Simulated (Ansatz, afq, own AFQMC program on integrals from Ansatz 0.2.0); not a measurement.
AFQMC on a folder of integrals that Ansatz 0.2.0 wrote.

```yaml
crystal:
  periodic: [false, false, false]
  atoms:
    - {symbol: B, position_ang: [0.000000, 0.000000, 0.000000]}
    - {symbol: H, position_ang: [-0.015583, 0.861426, 0.849833]}
    - {symbol: H, position_ang: [-0.021323, -0.849967, 0.861171]}
    - {symbol: H, position_ang: [0.021323, 0.849967, -0.861171]}
    - {symbol: H, position_ang: [0.015583, -0.861426, -0.849833]}
basis:
  gaussian: {orbitals: cc-pVDZ}
total_charge: 1
magnetization: {spin_polarized: false}
correlation: {method: ccsd_t, electrons: outside_noble_gas, hamiltonian_folder: ham}
```

```sh
$ ansatz run in.yaml --threads 1 --pin off --events-out ev --progress --plain --max-ram 1843MiB
```

afq runs on the folder ham with

```
--method free --trial cisd --walkers 110 --time-step 0.03 --max-blocks 80 --target-error 0.00029 --factor-cut 1e-05 --seed 5133 --times 0,0.3,0.6,1.2,1.8,2.4,3.6,4.8,6 --taylor-order 8
```

Times are imaginary, in 1/Eh. The walk had a cap of 534 s.

Log:

```
orbitals 33  electrons 3 3  factors 259 of 305
reference energy -26.55396205 Eh
CCSD correlation -0.13272543 Eh in 9 cycles, weight of the determinant in the CISD state 0.9255
repeat  energy at the last time / Eh  error
    10  -26.690176  0.000449
    20  -26.690413  0.000373
    30  -26.690403  0.000322
    40  -26.690524  0.000280
time / (1/Eh)  energy / Eh  error  mean overlap
  0.00  -26.686672  0.000049  1.0797
  0.30  -26.688640  0.000090  1.0804
  0.60  -26.689468  0.000085  1.0713
  1.20  -26.690162  0.000112  1.0513
  1.80  -26.690287  0.000129  1.0385
  2.40  -26.690278  0.000111  1.0205
  3.60  -26.689995  0.000150  1.0467
  4.80  -26.690045  0.000179  1.0474
  6.00  -26.690517  0.000273  1.0395
energy -26.690517 +/- 0.000273 Eh
```

The run passed its tests (error under three times the target), which doesn't prove that it has relaxed.

Against this walk (error 7.4 meV) on the same determinant: CCSD(T) 30.6 meV higher, CCSDT(Q) 11.5 meV higher (within the noise), full CI (a separate run on its own orbitals, whose frozen core shifts it by up to a few meV) 10.5 meV higher (within the noise). The error is statistical, and a free projection of finite length keeps a remainder of its start. The last points scatter (meV from the last: 6 ± 4 at 1.80, 6 ± 3 at 2.40, 14 ± 4 at 3.60, 13 ± 5 at 4.80, 0 ± 7 at 6.00); the last is the one printed as the energy, and the gaps above move with that scatter.

Cautions: remainder of the start not in the error; full CI with its own frozen core.

The walk took 110 s on 1 thread of Intel Xeon Platinum 8488C, with other jobs on the host. The log's last line is the free-projection energy.

CCSDT and higher add their correlation energy to the determinant of the CCSD(T) run, since their own runs factorise the integrals more tightly (a shift of under 2 meV). A walk keeps the symmetry of its determinant, which the program's search chose and which needn't be the lowest solution, so a lower state of the same spin and another symmetry isn't excluded.
